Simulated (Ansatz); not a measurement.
Species: HO, SMILES `[OH]` (charge 0, multiplicity 2).

Question: Give a relaxed geometry from PBE0-D4/def2-TZVP in Ansatz (a first-principles code).

Answer: the end point of this relaxation (outside a Z-matrix the atoms follow the SMILES, hydrogens last).
Cartesian coordinates (Å) in one orientation:
```xyz
2

O      0.487     0.000     0.000
H     -0.487     0.000     0.000
```
